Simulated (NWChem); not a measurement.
System: carbon tetrachloride (CCl₄); SMILES ClC(Cl)(Cl)Cl

Input file for NWChem:

```
start job
memory heap 200 mb stack 900 mb global 1100 mb
geometry units angstroms noautoz
  Cl     1.375923    -1.140267    -0.069627
  C     -0.000033     0.000047     0.000003
  Cl     0.616392     1.678535     0.001892
  Cl    -1.051770    -0.247015    -1.425003
  Cl    -0.940542    -0.291385     1.492664
end
basis spherical
  Cl library 3-21g
  C library 3-21g
end
dft
  xc xpbe96 cpbe96
  iterations 150
  mulliken
end
task dft gradient
```

Parts of the log:

```
             Northwest Computational Chemistry Package (NWChem) 7.3.0
             --------------------------------------------------------

 C1  symmetry detected

                             Geometry "geometry" -> ""
                             -------------------------

 Output coordinates in angstroms (scale by  1.889725989 to convert to a.u.)

  No.       Tag          Charge          X              Y              Z
 ---- ---------------- ---------- -------------- -------------- --------------
    1 Cl                  17.0000     0.56518112    -1.59099438    -0.58946647
    2 C                    6.0000    -0.00000769     0.00005528     0.00006034
    3 Cl                  17.0000     1.00576361     0.51362829     1.38641245
    4 Cl                  17.0000     0.13609840     1.20538152    -1.31390170
    5 Cl                  17.0000    -1.70704041    -0.12803495     0.51693442

 Effective nuclear repulsion energy (a.u.)     434.9623157030

  pbe96 is a nonlocal functional; adding pw91lda local functional.

                                 NWChem DFT Module
                                 -----------------

 Summary of "ao basis" -> "ao basis" (spherical)
 ------------------------------------------------------------------------------
       Tag                 Description            Shells   Functions and Types
 ---------------- ------------------------------  ------  ---------------------
 Cl                          3-21g                   7       13   4s3p
 C                           3-21g                   5        9   3s2p

            General Information
            -------------------
          SCF calculation type: DFT
          Wavefunction type:  closed shell.
          No. of atoms     :     5
          No. of electrons :    74
           Alpha electrons :    37
            Beta electrons :    37
          Charge           :     0
          Spin multiplicity:     1
          Use of symmetry is: off; symmetry adaption is: off
          Maximum number of iterations: 150
          AO basis - number of functions:    61
                     number of shells:    33
          Convergence on energy requested:  1.00D-06
          Convergence on density requested:  1.00D-05
          Convergence on gradient requested:  5.00D-04

              XC Information
              --------------
          PerdewBurkeErnzerhof Exchange Functional  1.000
            Perdew 1991 LDA Correlation Functional  1.000 local
           PerdewBurkeErnz. Correlation Functional  1.000 non-local

             Grid Information
             ----------------
          Grid used for XC integration:  medium
          Radial quadrature: Mura-Knowles
          Angular quadrature: Lebedev.
          Tag              B.-S. Rad. Rad. Pts. Rad. Cut. Ang. Pts.
          ---              ---------- --------- --------- ---------
          Cl                  1.00       88           8.0       590
          C                   0.70       49           7.0       434
          Grid pruning is: on
          Number of quadrature shells:   401
          Spatial weights used:  Erf1

      Superposition of Atomic Density Guess
      -------------------------------------

 Sum of atomic energies:       -1866.60078627

      Non-variational initial energy
      ------------------------------

 Total energy =   -1867.782443
 1-e energy   =   -3449.860054
 2-e energy   =    1147.115295
 HOMO         =      -0.379439
 LUMO         =       0.007752

     ---------------------------------------------
      Total Density - Mulliken Population Analysis
     ---------------------------------------------

    Atom       Charge   Shell Charges
 -----------   ------   -------------------------------------------------------
    1 Cl  17    17.14   2.00  1.96  5.91  1.15  3.07  0.80  2.26
    2 C    6     5.42   1.99  0.28  0.78  1.12  1.25
    3 Cl  17    17.14   2.00  1.96  5.91  1.15  3.07  0.80  2.26
    4 Cl  17    17.14   2.00  1.96  5.91  1.15  3.07  0.80  2.26
    5 Cl  17    17.14   2.00  1.96  5.91  1.15  3.07  0.80  2.26

   convergence    iter        energy       DeltaE   RMS-Dens  Diis-err
 ---------------- ----- ----------------- --------- --------- ---------
 d= 0,ls=0.0,diis     1  -1868.6414775922 -2.30D+03  6.10D-02  2.34D+00
 d= 0,ls=0.0,diis     2  -1867.1133090541  1.53D+00  3.99D-02  1.49D+01
 d= 0,ls=0.0,diis     3  -1868.9601837725 -1.85D+00  4.28D-03  3.01D-02
 d= 0,ls=0.0,diis     4  -1868.9645350335 -4.35D-03  1.13D-03  3.78D-03
 d= 0,ls=0.0,diis     5  -1868.9650377900 -5.03D-04  5.77D-05  7.20D-06
 d= 0,ls=0.0,diis     6  -1868.9650386629 -8.73D-07  1.39D-05  3.98D-07
 d= 0,ls=0.0,diis     7  -1868.9650387210 -5.81D-08  3.98D-06  2.66D-08

         Total DFT energy =    -1868.965038720974
      One electron energy =    -3448.247284654036
           Coulomb energy =     1261.684886253513
    Exchange-Corr. energy =     -117.364956023430
 Nuclear repulsion energy =      434.962315702980

 Numeric. integr. density =       73.999999507846

                       DFT Final Molecular Orbital Analysis
                       ------------------------------------

 Vector   35  Occ=2.000000D+00  E=-2.887506D-01
              MO Center= -2.2D-01,  3.5D-01,  3.6D-01, r^2= 4.1D+00
   Bfn.  Coefficient  Atom+Function         Bfn.  Coefficient  Atom+Function
  ----- ------------  ---------------      ----- ------------  ---------------
    57      0.394656  5 Cl pz                29      0.310874  3 Cl px
    42     -0.311829  4 Cl px                61      0.307122  5 Cl pz
    31     -0.251067  3 Cl pz                33      0.241919  3 Cl px
    46     -0.242680  4 Cl px                35     -0.195374  3 Cl pz
    53     -0.180562  5 Cl pz                25     -0.142230  3 Cl px

 Vector   36  Occ=2.000000D+00  E=-2.887422D-01
              MO Center=  5.4D-01, -6.9D-02,  1.4D-02, r^2= 4.1D+00
   Bfn.  Coefficient  Atom+Function         Bfn.  Coefficient  Atom+Function
  ----- ------------  ---------------      ----- ------------  ---------------
    30      0.391293  3 Cl py                 9      0.321446  1 Cl pz
    34      0.304498  3 Cl py                13      0.250170  1 Cl pz
     7      0.231760  1 Cl px                43     -0.228715  4 Cl py
    44     -0.220581  4 Cl pz                11      0.180374  1 Cl px
    26     -0.179022  3 Cl py                47     -0.177993  4 Cl py

 Vector   37  Occ=2.000000D+00  E=-2.887384D-01
              MO Center= -3.2D-01, -2.9D-01, -3.7D-01, r^2= 4.1D+00
   Bfn.  Coefficient  Atom+Function         Bfn.  Coefficient  Atom+Function
  ----- ------------  ---------------      ----- ------------  ---------------
    56      0.394313  5 Cl py                60      0.306856  5 Cl py
     7     -0.295804  1 Cl px                42      0.251559  4 Cl px
    11     -0.230216  1 Cl px                 9      0.215778  1 Cl pz
    43     -0.196887  4 Cl py                46      0.195766  4 Cl px
     8     -0.184998  1 Cl py                52     -0.180404  5 Cl py

 Vector   38  Occ=0.000000D+00  E=-1.101306D-01
              MO Center=  1.8D-04, -5.7D-04, -6.1D-04, r^2= 3.9D+00
   Bfn.  Coefficient  Atom+Function         Bfn.  Coefficient  Atom+Function
  ----- ------------  ---------------      ----- ------------  ---------------
    19      1.590350  2 C  s                 59     -0.417968  5 Cl px
    12     -0.389892  1 Cl py                35      0.339428  3 Cl pz
    48     -0.321735  4 Cl pz                47      0.295309  4 Cl py
    55     -0.273260  5 Cl px                10     -0.268207  1 Cl s
    32     -0.267940  3 Cl s                 45     -0.268066  4 Cl s

 Vector   39  Occ=0.000000D+00  E=-5.431212D-02
              MO Center=  1.1D-01, -4.1D-01, -1.9D-01, r^2= 3.0D+00
   Bfn.  Coefficient  Atom+Function         Bfn.  Coefficient  Atom+Function
  ----- ------------  ---------------      ----- ------------  ---------------
    21      0.935726  2 C  py                12      0.669056  1 Cl py
    10      0.589276  1 Cl s                 17      0.450924  2 C  py
    20     -0.415066  2 C  px                 8      0.329530  1 Cl py
    48     -0.313238  4 Cl pz                59     -0.271622  5 Cl px
    13      0.263569  1 Cl pz                22      0.255442  2 C  pz

 Vector   40  Occ=0.000000D+00  E=-5.426834D-02
              MO Center= -9.7D-02,  3.1D-01, -2.2D-01, r^2= 3.1D+00
   Bfn.  Coefficient  Atom+Function         Bfn.  Coefficient  Atom+Function
  ----- ------------  ---------------      ----- ------------  ---------------
    22      0.914346  2 C  pz                45      0.544697  4 Cl s
    47     -0.512090  4 Cl py                48      0.476306  4 Cl pz
    59     -0.467668  5 Cl px                18      0.440553  2 C  pz
    21     -0.401087  2 C  py                58     -0.348452  5 Cl s
    20     -0.341447  2 C  px                33      0.259919  3 Cl px

     ---------------------------------------------
      Total Density - Mulliken Population Analysis
     ---------------------------------------------

[...]

                         DFT ENERGY GRADIENTS

    atom               coordinates                        gradient
                 x          y          z           x          y          z
   1 Cl      1.068037  -3.006543  -1.113930   -0.010203   0.028708   0.010649
   2 C      -0.000015   0.000104   0.000114   -0.000017   0.000053   0.000051
   3 Cl      1.900618   0.970617   2.619940   -0.018212  -0.009293  -0.025110
   4 Cl      0.257189   2.277841  -2.482914   -0.002464  -0.021786   0.023770
   5 Cl     -3.225839  -0.241951   0.976864    0.030895   0.002317  -0.009359
```

Level: PBE/3-21G. Coordinates come from a PBE-D3(BJ)/def2-SVP optimisation.
